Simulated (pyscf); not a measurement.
Four-centre exchange: Cl–Si:–Cl (SMILES Cl[Si]Cl) [singlet] + H₂ (SMILES [H][H]) -> HCl (SMILES Cl) + :HSi–Cl (SMILES [SiH]Cl) [singlet]

Gas phase, singlet surface, charge 0. Bonds broken: Cl1–Si2, H4–H5. Bonds formed: Cl1–H4, Si2–H5. Optimised with ωB97X-D3(BJ)/def2-SVP in PySCF.

Transition state (Å):

```xyz
5

Cl     0.0492     0.8527     0.1862
Si    -1.2974    -0.8954     1.2789
Cl    -0.3847    -2.5232     0.3413
H     -1.2415     0.2589    -0.2593
H     -2.1197    -0.4114    -0.0600
```

One imaginary mode, 962i cm⁻¹; descent along it reached the two sides named, in the forms told below.

```csv
bond,change,reactant side (Å),saddle,product side
Cl1–Si2,breaks,2.083,2.462,2.8
H4–H5,breaks,0.761,1.123,3.1
Cl1–H4,forms,3.3,1.489,1.291
Si2–H5,forms,3.1,1.644,1.527
```

Electronic energies relative to the separated reactants (eV):

| level | barrier | reaction energy | reverse barrier |
|---|---|---|---|
| ωB97X-D3(BJ)/def2-TZVP | 1.41 | +1.43 | -0.02 |
| PBE/def2-TZVP | 1.12 | +1.41 | -0.28 |
| r²SCAN/def2-TZVP | 1.21 | +1.45 | -0.24 |
| B3LYP-D3(BJ)/def2-TZVP | 1.35 | +1.39 | -0.04 |
| PBE0-D3(BJ)/def2-TZVP | 1.18 | +1.37 | -0.19 |
| M06-2X/def2-TZVP | 1.45 | +1.43 | 0.02 |
| ωB97M-D3(BJ)/def2-TZVP | 1.40 | +1.35 | 0.05 |
| HF/def2-TZVP | 1.97 | +1.10 | 0.87 |

With ωB97M-D3(BJ)/def2-TZVP energies and thermal terms (ideal gas, 1 atm, RRHO with modes under 100 cm⁻¹ raised to 100, one conformer, R ln 2 for chiral ones without a mode under 150 cm⁻¹), in eV:

```
T (K)   ΔH‡   ΔG‡     ΔH     ΔG
-----  ----  ----  -----  -----
298    1.41  1.76  +1.38  +1.30
600    1.37  2.14  +1.35  +1.23
900    1.36  2.53  +1.34  +1.17
1200   1.37  2.91  +1.33  +1.12
```

On the product side the descent ends in a complex, 0.31 eV under the separated species and 0.29 eV under the saddle at ωB97X-D3(BJ)/def2-TZVP. At ωB97X-D3(BJ)/def2-TZVP, PBE, r²SCAN, B3LYP-D3(BJ), PBE0-D3(BJ) the saddle lies under the separated products, which points to a path from their complex (located at ωB97X-D3(BJ) alone), and parting the products costs more than the saddle. This is the saddle that the search found; another between the same sides may lie lower.
